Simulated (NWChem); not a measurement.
System meant: N cation, triplet

The following NWChem deck was run.

```
start job
memory heap 200 mb stack 900 mb global 1100 mb
charge 1
geometry units angstroms noautoz
  N      0.000000     0.000000     0.000000
end
basis spherical
  * library def2-svp
end
dft
  odft
  mult 3
  xc xpbe96 cpbe96
  iterations 4
  mulliken
end
task dft energy
```

End of the output:

```
    Atom       Charge   Shell Charges
 -----------   ------   -------------------------------------------------------
    1 N    7     2.00   0.00  0.05 -0.05  1.49  0.51 -0.00

     -------------------------------------------
      Total Density - Lowdin Population Analysis
     -------------------------------------------

    Atom       Charge   Shell Charges
 -----------   ------   -------------------------------------------------------
    1 N    7     6.00   1.99  1.24  0.77  1.41  0.59  0.00

     ------------------------------------------
      Spin Density - Lowdin Population Analysis
     ------------------------------------------

    Atom       Charge   Shell Charges
 -----------   ------   -------------------------------------------------------
    1 N    7     2.00   0.00  0.03 -0.03  1.41  0.59 -0.00

   alpha - beta orbital overlaps
   -----------------------------

   alpha      1      2      3      4      5      6      7      8      9     10
    beta      1      2      5      4      3      6      9      8      7     14
 overlap   1.000  0.999  0.998  0.998  1.000  0.999  0.998  0.998  1.000  1.000

   alpha     11     12     13     14
    beta     13     12     11     10
 overlap   1.000  1.000  1.000  0.999

     --------------------------
     Expectation value of S2:
     --------------------------
      <S2> =      2.0017 (Exact =     2.0000)

 ------------------------------------------------------------------------
 dft energy failed                                                                                  0
 ------------------------------------------------------------------------
 ------------------------------------------------------------------------
  current input line :
    17: task dft energy
 ------------------------------------------------------------------------
 ------------------------------------------------------------------------
 This type of error is most commonly associated with calculations not reaching convergence criteria
 ------------------------------------------------------------------------
 For more information see the NWChem manual at https://nwchemgit.github.io

0:dft energy failed:Received an Error in Communication
```

**Question.** Can this run be used? If not, why, and what is the fix?

**Answer.** Convergence was not reached. Cause: the SCF was allowed too few iterations. This input runs:
```
start job
memory heap 200 mb stack 900 mb global 1100 mb
charge 1
geometry units angstroms noautoz
  N      0.000000     0.000000     0.000000
end
basis spherical
  N library def2-svp
end
dft
  odft
  mult 3
  xc xpbe96 cpbe96
  iterations 150
  mulliken
end
task dft energy
```
It converges to -53.92579 Ha (PBE/def2-SVP, spin-unrestricted).
